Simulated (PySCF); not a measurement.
**Working out the ionisation energy of Si**

Si [Ne] 3s2 3p2 (3P) → Si+ [Ne] 3s2 3p1 (2P). Calculation: PySCF 2.14, in aug-cc-pCVTZ-DK with one added diffuse shell each of s, p, d, f type (9s8p6d4f, 91 functions); the spin-free X2C one-electron Hamiltonian (Gaussian nucleus). Frozen: 1s2. Energies in hartree (1 hartree = 27.21139 eV):

```
            part   Si (lower)  Si+ (upper)
             UHF  -289.459298  -289.179024
CCSD correlation    -0.361776    -0.345686
             (T)    -0.005345    -0.004006
```

Question: What does Hartree-Fock give?

Answer: (-289.179024) − (-289.459298) = 0.280274 hartree = 7.627 eV.

Question: What do CCSD and CCSD(T) give?

Answer: The CCSD correlation energies differ by 0.016090 hartree = 0.438 eV and the triples by 0.001339 hartree = 0.036 eV, so CCSD gives 8.065 eV and CCSD(T) 8.101 eV.

Measured between the centres of the two terms (NIST): 8.157 eV, so CCSD(T) (valence and next inner shell) is off by -0.056 eV.

What remains against the reference includes basis incompleteness, the frozen core and higher excitations.
